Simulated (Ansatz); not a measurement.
C3H5N, singlet: CASSCF and its corrections

Computed with Ansatz's Gaussian-basis code (development build). Basis aug-cc-pVDZ, nonrelativistic, 4 orbitals frozen in the corrections. State-specific CASSCF; RHF is the lowest restricted (open-shell) Hartree–Fock solution met. Letters tell apart solutions met in one space. Solutions may break the symmetry of the shape. The lowest solution met needn't be the lowest there is, nor hold the orbitals that a chemist would pick.

Geometry:

```xyz
9

C     0.2663    0.0253   -1.6346
N    -0.4296   -0.3235   -0.6139
C    -0.2195    0.4103    0.5690
C     0.2069   -0.2061    1.6772
H     0.1362   -0.5145   -2.5698
H     0.9952    0.8457   -1.6243
H    -0.4137    1.4878    0.5535
H     0.3934   -1.2737    1.6719
H     0.3739    0.3425    2.5964
```

CASSCF less RHF, in eV, and natural occupations:

```csv
CAS,CASSCF,occupations
"(4,4) a",-1.756,"1.98, 1.92, 0.08, 0.02"
"(4,4) b",-1.644,"1.92, 1.90, 0.10, 0.08"
```

Question: What totals less RHF do the corrections give on each solution?

Answer: 

| CAS | SC-NEVPT2 |
| --- | --- |
| (4,4) a | -15.574 |
| (4,4) b | -15.974 |

Question: In CAS(4,4), is the solution lowest in CASSCF also lowest after SC-NEVPT2?

Answer: No: (4,4) b is lowest after SC-NEVPT2, 0.40 eV under (4,4) a, which leads in CASSCF.

Question: How do single-reference totals in the same basis and frozen core stand against SC-NEVPT2 in CAS(4,4) a?

Answer: CCSD(T) -2.089 eV. Coupled cluster stands on the determinant that it favours, which can lie over the RHF solution above, and is in doubt where the occupations are far from 0, 1 and 2.

Question: Roughly how much CPU time does a whole run from the default start take (median of such runs, summed over threads; nearly all runs on one pinned thread of a shared server, mostly Xeon at 2.3 to 2.6 GHz, by a development driver)?

Answer: CAS(4,4) a: about 22 s. Other jobs ran beside these, and the count of passes differs.
